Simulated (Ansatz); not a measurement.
For double-hcp La, PBE+SOC in Ansatz (plane waves, PAW) gives:

```
Item                   Result
-------------------  --------
lattice parameter a   3.768 Å
c axis length        12.089 Å
```

Question: What does r²SCAN+rVV10 (Ansatz, a program for electronic structure, PAW) give for the same quantities?

Answer: 
- lattice constant a: 3.741 Å (falls by 0.7 %)
- lattice parameter c: 11.929 Å (drops by 1.3 %)

For comparison: lattice constant a 3.774 Å (measured, 293 K, not corrected to a static lattice; as tabulated in Wikipedia's data pages); lattice parameter c 12.171 Å (measured, 293 K, not corrected to a static lattice; as tabulated in Wikipedia's data pages).

Changes are worked out from the printed values.

Unless a cell is named, each level is at its own relaxed cell (PBE+SOC 37.15, r²SCAN+rVV10 36.15 Å³/atom).

Ansatz's density-functional and Hartree–Fock values are scalar-relativistic unless marked +SOC, with PAW data made under PBE.
